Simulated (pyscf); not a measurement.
Structures and frequencies: ωB97X-D3(BJ)/def2-SVP in PySCF.

Problem. For the elementary gas-phase step H₂ (SMILES [H][H]) + NH (SMILES [NH]) [triplet] -> NH₂• (SMILES [NH2]) + H• (SMILES [H]) (triplet surface; H–H broken, H–N formed), what barrier and reaction energy does ωB97M-D3(BJ)/def2-TZVP give, measured from the separated reactants?

Solution. ΔE‡ = 15.6 kcal/mol, ΔE = +10.1 kcal/mol. Zero-point energy shifts the barrier by +0.1 kcal/mol. It is a hydrogen abstraction, with an imaginary mode of 1408i cm⁻¹. NH₂• + H• also meet on a surface of lower spin, which isn't treated here. This is the saddle that the search found; another between the same sides may lie lower. The angle at the transferred H is 163°.
